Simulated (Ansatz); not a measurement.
Elastic constant C12 (GPa) of solids drawn from the class of elemental solids other than molecular ones, at two levels: PBE (PAW; Ansatz, a program for electronic structure), and PBEsol (PAW; Ansatz).

```csv
solid,PBE,PBEsol,shift (%)
hcp Os,220,241,+9.5
hcp Zn,39.0,48.2,+24
hcp Ru,181,203,+12.2
fcc Pb,35.7,43.4,+22
double-hcp La,15.3,15.7,+2.6
hcp Zr,65.0,68.9,+6.0
bcc Li,13.1,12.9,-1.5
hcp Lu,28.9,29.1,+0.7
bcc K,3.42,3.51,+2.6
fcc Sr,9.82,10.7,+9.0
```

The shifts run from -1.5 % to +24 %, with a median of +7.5 %.

Over all 10 rows PBEsol is the larger in 9.

Ansatz's runs of these crystals have no spin polarisation.

Spin–orbit coupling is left out, also for the solids with elements from indium on (hcp Os, fcc Pb, double-hcp La, hcp Lu); its size isn't shown.

Each level is taken at its own relaxed cell. Ansatz's density-functional and Hartree–Fock values are scalar-relativistic unless marked +SOC, with PAW data made under PBE.
